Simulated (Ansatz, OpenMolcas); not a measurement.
**Worked example: vertical ionisation energy of C2H6 (SMILES CC)**

C2H6 has 8 atoms, charge 0, and is taken as a singlet. SMILES: `CC`. The shape is that of a PBE0-D4/def2-TZVP optimisation.

```jsonl
{"atom": "C", "x (Å)": "-0.3268", "y (Å)": "0.1322", "z (Å)": "-0.6725"}
{"atom": "C", "x (Å)": "0.3268", "y (Å)": "-0.1322", "z (Å)": "0.6725"}
{"atom": "H", "x (Å)": "0.0705", "y (Å)": "-0.5296", "z (Å)": "-1.4459"}
{"atom": "H", "x (Å)": "-1.4071", "y (Å)": "-0.0257", "z (Å)": "-0.6290"}
{"atom": "H", "x (Å)": "-0.1586", "y (Å)": "1.1602", "z (Å)": "-1.0024"}
{"atom": "H", "x (Å)": "-0.0704", "y (Å)": "0.5296", "z (Å)": "1.4459"}
{"atom": "H", "x (Å)": "1.4071", "y (Å)": "0.0256", "z (Å)": "0.6289"}
{"atom": "H", "x (Å)": "0.1585", "y (Å)": "-1.1601", "z (Å)": "1.0025"}
```

Both states at this one shape; open shells run unrestricted unless said. 1 Eh = 27.2114 eV.

```
           level     program  singlet C2H6 (Eh)  doublet [C2H6]+ (Eh)
 B3LYP/def2-SVPD      Ansatz         -79.776982            -79.327222
M06-2X/def2-SVPD  OpenMolcas         -79.714374            -79.257154
    wB97X/STO-3G      Ansatz         -78.874780            -78.431890
```

Task: Work out the vertical ionisation energy at each level.

Result: 
1. B3LYP/def2-SVPD: -79.327222 − (-79.776982) = 0.449760 Eh = 12.24 eV.
2. M06-2X/def2-SVPD: -79.257154 − (-79.714374) = 0.457220 Eh = 12.44 eV.
3. wB97X/STO-3G: -78.431890 − (-78.874780) = 0.442890 Eh = 12.05 eV.

No measured value is set beside it here; the levels span 12.05 to 12.44 eV. Minimal sets are far from the basis-set limit.
